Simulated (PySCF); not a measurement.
Job file and geometry (Å, from PBE0-D3(BJ)/def2-TZVP) of an NMR shielding run on `FC(Cl)(Cl)Cl`, CCl3F, GIAO KT3/pcSseg-2 NMR shielding, non-relativistic, gas phase (PySCF 2.14.0, density-fitted response routines); density fitting, a coarse starting grid and PySCF grid level 2 are the driver's defaults:

```
$ OMP_NUM_THREADS=1 python probes_run.py task.json out

{"job": {"kind": "nmr", "xc": "KT3", "basis": "pcSseg-2", "pop": false}, "charge": 0, "multiplicity": 1}
F      0.067007    -0.151902     1.385001
C      0.009653    -0.014197     0.060552
Cl    -0.461379     1.641090    -0.307489
Cl     1.600080    -0.362286    -0.607536
Cl    -1.181791    -1.146685    -0.568419
```

Problem. Write the output of this run.

Solution. 
```
coarse grid: 7048 points
cycle   1  E = -1529.5512446994  dE =  7.240e-01  |g| = 8.307e-01  |ddm| = 1.753e+00
cycle   2  E = -1529.0860951642  dE =  4.651e-01  |g| = 1.827e+00  |ddm| = 1.185e+00
cycle   3  E = -1529.6678678776  dE = -5.818e-01  |g| = 1.635e-01  |ddm| = 8.742e-01
cycle   4  E = -1529.6727516873  dE = -4.884e-03  |g| = 5.785e-02  |ddm| = 1.786e-01
cycle   5  E = -1529.6732905384  dE = -5.389e-04  |g| = 3.662e-02  |ddm| = 5.728e-02
cycle   6  E = -1529.6735371913  dE = -2.467e-04  |g| = 3.171e-03  |ddm| = 2.039e-02
cycle   7  E = -1529.6735389652  dE = -1.774e-06  |g| = 1.226e-03  |ddm| = 2.593e-03
final grid: 58056 points
cycle   8  E = -1529.6744004635  dE = -3.740e-04  |g| = 3.865e-02  |ddm| = 7.698e-02
cycle   9  E = -1529.6742131794  dE =  1.873e-04  |g| = 4.477e-02  |ddm| = 4.132e-02
cycle  10  E = -1529.6744762829  dE = -2.631e-04  |g| = 1.784e-02  |ddm| = 2.919e-02
cycle  11  E = -1529.6745406065  dE = -6.432e-05  |g| = 2.489e-03  |ddm| = 1.124e-02
cycle  12  E = -1529.6745418061  dE = -1.200e-06  |g| = 8.235e-04  |ddm| = 2.076e-03
cycle  13  E = -1529.6745419396  dE = -1.335e-07  |g| = 1.113e-04  |ddm| = 5.738e-04
cycle  14  E = -1529.6745419420  dE = -2.356e-09  |g| = 2.453e-05  |ddm| = 7.951e-05
cycle  15  E = -1529.6745419421  dE = -1.189e-10  |g| = 7.425e-06  |ddm| = 2.057e-05
converged SCF energy = -1529.6745419421

GIAO shielding tensors (ppm)
atom      isotropic    diamagn.    paramagn.     s11        s22        s33       span
  0 F      145.482     469.943    -324.461    116.548    116.686    203.211     86.663
  1 C       34.659     236.570    -201.911     32.413     32.486     39.079      6.666
  2 Cl     398.685    1147.339    -748.654    102.541    149.932    943.581    841.040
  3 Cl     398.858    1147.307    -748.449    102.471    150.682    943.420    840.949
  4 Cl     398.849    1147.318    -748.469    102.649    150.322    943.576    840.927
```

Size and cost of the density-fitted run: 201 basis functions, 17 s wall time on 1 thread of an Intel Xeon, shared host; peak memory 1.1 GiB.
